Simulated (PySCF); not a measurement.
# [H2PO2]− (SMILES O=[PH2][O-]): M06-2X/STO-3G

Aim: the vertical singlet–triplet gap of [H2PO2]− at M06-2X/STO-3G, from 2 runs. 

The calculation is run with PySCF 2.14.0.

10 further runs of the same task are left out: 4 that didn't finish, 6 set aside as unsound or not needed.

**1. The structure to begin with**

The species is [H2PO2]− (5 atoms), meant as a singlet with charge -1. As SMILES, `O=[PH2][O-]`. The coordinates come from a GFN2-xTB relaxation.

Bond lengths: O1–P2 1.478 Å, P2–O3 1.478 Å, P2–H4 1.412 Å, P2–H5 1.412 Å. Angles: O1–P2–O3 118.5°, O1–P2–H4 110.1°, O1–P2–H5 110.1°, O3–P2–H4 110.1°, O3–P2–H5 110.1°, H4–P2–H5 95.5°.

**2. A single-point energy at M06-2X/STO-3G**

Input file run.py:

```python
# O=[PH2][O-]
from pyscf import gto, dft

mol = gto.M(
    atom='''
O     -1.076671     0.790019     2.541493
P      0.045335    -0.055577     0.126820
O      2.054378    -1.995815     0.199177
H     -1.877386    -0.789509    -1.570797
H      0.854345     2.050901    -1.296711
''',
    unit='bohr',
    basis='sto-3g',
    verbose=3,
    max_memory=1860,
    charge=-1,
)

mf = dft.RKS(mol)
mf.xc = 'm06-2x'
mf.grids.level = 5
mf.conv_tol = 1e-10
mf.kernel()
if not mf.converged:
    mf = mf.newton().run(mf.mo_coeff, mf.mo_occ)

energy = mf.e_tot
print('Final energy', energy)
```

The run is started by

```sh
$ OMP_NUM_THREADS=1 python run.py
```

Standard output:

```text
converged SCF energy = -486.715137073724
Final energy -486.71513707372435
```

Run time: 4.5 s. Hardware: 1 thread of Arm Neoverse V1, shared host; peak memory 0.21 GiB.

**3. The triplet at the same level**

Input file calc.py:

```python
from pyscf import gto, dft

mol = gto.M(
    atom='''
O       -0.569750       0.418060       1.344900
P        0.023990      -0.029410       0.067110
O        1.087130      -1.056140       0.105400
H       -0.993470      -0.417790      -0.831230
H        0.452100       1.085290      -0.686190
''',
    max_memory=1860,
    spin=2,
    verbose=3,
    charge=-1,
    basis='sto-3g',
)

myscf = dft.UKS(mol)
myscf.xc = 'm06-2x'
myscf.grids.level = 5
myscf.conv_tol = 1e-10
myscf.kernel()
if not myscf.converged:
    myscf = myscf.newton().run(myscf.mo_coeff, myscf.mo_occ)

e_tot = myscf.e_tot
print(f'total energy: {e_tot:.8f} hartree')
```

The run is started by

```sh
$ OMP_NUM_THREADS=1 python calc.py
```

Standard output:

```text
WARN: HOMO 0.197446249508104 >= LUMO -0.314057252593031

WARN: HOMO 0.523287258171706 >= LUMO 0.45757794363587

WARN: HOMO 0.521045744037186 >= LUMO 0.284826427774733

WARN: HOMO 0.506601869361309 >= LUMO 0.308518092744179

WARN: HOMO 0.5117833696436 >= LUMO 0.328918160702501

WARN: HOMO 0.511781690945772 >= LUMO 0.329511164304678

WARN: HOMO 0.511720612468188 >= LUMO 0.330109899508073

WARN: HOMO 0.51165713739882 >= LUMO 0.331724559068791

WARN: HOMO 0.511619125240828 >= LUMO 0.332231837669305

WARN: HOMO 0.511610964649874 >= LUMO 0.332344566589838

WARN: HOMO 0.511617189062707 >= LUMO 0.332334678458732

WARN: HOMO 0.511611677520546 >= LUMO 0.332355572099759

WARN: HOMO 0.511611430785957 >= LUMO 0.332359554430078

WARN: HOMO 0.511608940549616 >= LUMO 0.332359016537082

WARN: HOMO 0.511608833916302 >= LUMO 0.332361153808214

WARN: HOMO 0.511608778970715 >= LUMO 0.332360151831072

WARN: HOMO 0.511608791458407 >= LUMO 0.332360217032083

WARN: HOMO 0.511608377991249 >= LUMO 0.332361941809456

WARN: HOMO 0.511609182949616 >= LUMO 0.332359073111756

WARN: HOMO 0.511608996719583 >= LUMO 0.33236019391045

WARN: HOMO 0.511609022596104 >= LUMO 0.332360162221182

WARN: HOMO 0.511609047044946 >= LUMO 0.332360442934571

converged SCF energy = -486.370481481066  <S^2> = 2.0182022  2S+1 = 3.0121104
total energy: -486.37048148 hartree
```

Run time: 14 s. Hardware: 1 thread of Arm Neoverse V1, shared host; peak memory 0.23 GiB.

**4. Summary of results**

At M06-2X/STO-3G:

| quantity | value |
| --- | --- |
| singlet: total energy | -486.71514 Eh |
| singlet: HOMO energy | 4.44 eV |
| singlet: LUMO energy | 17.72 eV |
| singlet: HOMO–LUMO gap (to an unbound level, set by the basis) | 13.29 eV |
| triplet: total energy | -486.37048 Eh |
| triplet: HOMO energy (highest over α and β) | 13.92 eV |
| triplet: ⟨S²⟩ | 2.018 |
| vertical energy of the triplet above the singlet | 9.379 eV |

What this shows: At this shape the triplet lies 9.38 eV (216 kcal/mol) above the singlet. For an anion a state so high probably lies above electron detachment. In a minimal basis such a difference can be off by several eV, whatever the method. The HOMO (singlet) lies at positive energy, 4.44 eV; only total energies tell whether the electron is bound. The HOMO (triplet) lies at positive energy, 13.92 eV; only total energies tell whether the electron is bound.
